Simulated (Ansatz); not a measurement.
## Al3Ni: computed properties

Level of theory: DFT r2SCAN, scalar-relativistic, plane waves, PAW (Ansatz 0.2.0).

Cutoff 500 eV; k points 6×6×8 on the computed 16-atom cell (Γ-centred); Gaussian smearing, width 0.10 eV; no spin polarisation.

The structure is relaxed at this level of theory with its symmetry kept.

```yaml
crystal:
  lattice:
    - [6.59710, 0.00000, 0.00000]
    - [0.00000, 7.30801, 0.00000]
    - [0.00000, 0.00000, 4.75140]
  atoms:
    - { symbol: Al, position: [0.00989, 0.25000, 0.91592] }
    - { symbol: Al, position: [0.17064, 0.44303, 0.36681] }
    - { symbol: Al, position: [0.17064, 0.05697, 0.36681] }
    - { symbol: Al, position: [0.32936, 0.55697, 0.86681] }
    - { symbol: Al, position: [0.67064, 0.44303, 0.13319] }
    - { symbol: Al, position: [0.82936, 0.94303, 0.63319] }
    - { symbol: Al, position: [0.67064, 0.05697, 0.13319] }
    - { symbol: Al, position: [0.82936, 0.55697, 0.63319] }
    - { symbol: Al, position: [0.32936, 0.94303, 0.86681] }
    - { symbol: Al, position: [0.50989, 0.25000, 0.58408] }
    - { symbol: Al, position: [0.99011, 0.75000, 0.08408] }
    - { symbol: Al, position: [0.49011, 0.75000, 0.41592] }
    - { symbol: Ni, position: [0.87023, 0.25000, 0.44339] }
    - { symbol: Ni, position: [0.37023, 0.25000, 0.05661] }
    - { symbol: Ni, position: [0.12977, 0.75000, 0.55661] }
    - { symbol: Ni, position: [0.62977, 0.75000, 0.94339] }
```

| Item | Value |
| --- | --- |
| Space group | Pnma (No. 62) |
| Volume per atom | 96.6 bohr³ |
| Formation energy from the elements' standard states (uncorrected) | -0.413 eV/atom |
| Generalised Kohn–Sham band gap | none (metal) |
| Density of states at the Fermi level | 4.08 states/eV per cell |
| Löwdin character within 0.5 eV of the Fermi level | Al 3p 54 %, Ni 3d 22 %, Al 3s 16 %, unprojected 5 % |
| Bulk modulus | 125 GPa |
| Its pressure derivative | 4.3 |

A ferromagnetic start lost its moments in a first run, so spin was left out; other magnetic orders weren't tried.

Cost: 9 runs of about 68 core-minutes in all, on Oxide Virtual Turin-like Processor (Zen 5) (shared hosts).